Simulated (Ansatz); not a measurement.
A made-up structure of CH$_{4}$BSi, doublet:

```
atom    x (Å)    y (Å)    z (Å)
  C1  -0.6018   0.5829  -0.2102
  B2   0.3681  -0.6103  -0.0807
 Si3   1.5183  -2.0567   0.0469
  H4   2.8013  -2.5027   0.4608
  H5  -0.0537   1.5242  -0.3267
  H6  -1.2687   0.4701  -1.0672
  H7   1.2560  -0.5977   0.9485
```

It is relaxed with PBE-D4/def2-SVP and then PBE0-D4/def2-TZVP (Ansatz 0.2.0). Atoms count as bonded within 1.22 times the sum of their covalent radii (H–H: 0.88 Å). The end point is not checked to be a true minimum.

(1) Does its bonding change? (Judge from chemistry; the calculation decides.)

Answers

(1) Computed: Yes. Formed: Si3–H7; broken: none.

Where it ends: The first stage lowers the energy by 1.13 eV in 10 steps. It ends as CH₄BSi ([CH2][B]1[H][SiH]1):
C1  (-0.369, 0.507, -0.437)
B2  (0.474, -0.599, -0.076)
Si3  (1.240, -2.193, 0.444)
H4  (2.704, -2.278, 0.131)
H5  (-0.201, 1.519, -0.084)
H6  (-1.178, 0.403, -1.153)
H7  (1.349, -0.550, 0.947)
(Å)

Labels in which every atom is bracketed show which atoms are joined, not bond orders.

For scale, one of the runs: PBE0-D4/def2-TZVP relaxation, 123 basis functions, launched by `ansatz run in.yaml --threads 2 --pin off --events-out ev --progress --plain --max-ram 4352MiB`. The run took about 47 s on 2 CPU threads of an Intel Xeon Platinum 8259CL (shared host).
